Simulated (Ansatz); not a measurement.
Total energies of `OC=S`.

```tsv
atom	x (Å)	y (Å)	z (Å)
O1	-0.587	-0.631	-0.521
C2	0.267	0.081	0.212
S3	1.479	-0.560	1.047
H4	-1.233	-0.047	-0.936
H5	0.073	1.158	0.198
```

The species carries charge 0 and has multiplicity 1. The geometry is a stationary point of PBE0-D4/def2-TZVP. It is one conformer, not always the lowest. Basis def2-TZVPP, Ansatz 0.2.0.

RPA on PBE orbitals: Hartree–Fock energy of these orbitals -511.42289 Eh, correlation -0.90824 Eh (frozen core).

```tsv
functional	kind	energy without D4 (Eh)	D4 term (kJ/mol)
LDA (SPW92)	LDA	-510.50259	–
PBE	GGA	-512.47160	-6.9
revPBE	GGA	-512.66479	-24.1
BLYP	GGA	-512.74449	-15.9
r2SCAN	meta-GGA	-512.67920	-1.5
B97M-V	meta-GGA with VV10	-512.64081	–
PBE0	global hybrid, 25 % exact exchange	-512.49936	-5.7
B3LYP	global hybrid, 20 %	-512.78531	-11.3
r2SCANh	meta-GGA hybrid, 10 %	-512.66879	-1.6
r2SCAN0	meta-GGA hybrid, 25 %	-512.65403	-1.8
HSE06 (plane-wave form)	screened hybrid	-512.48679	-5.2
BHLYP	global hybrid, 50 %	-512.69738	-8.1
CAM-B3LYP	range-separated hybrid	-512.72919	-5.7
LC-ωPBE	long-range corrected hybrid	-512.57279	–
ωB97X-V	range-separated hybrid GGA with VV10	-512.66284	–
ωB97M-V	range-separated hybrid meta-GGA with VV10	-512.70525	–
B2PLYP	double hybrid	-512.55751	–
PBE-QIDH	double hybrid	-512.39342	–
```

B3LYP takes the VWN-RPA correlation (the form of Gaussian; ORCA's B3LYP/G). HSE06 is the plane-wave form, built on full-range PBE exchange. The double hybrids freeze the cores in their second-order part.

LC-ωPBE has ω = 0.4 bohr⁻¹.
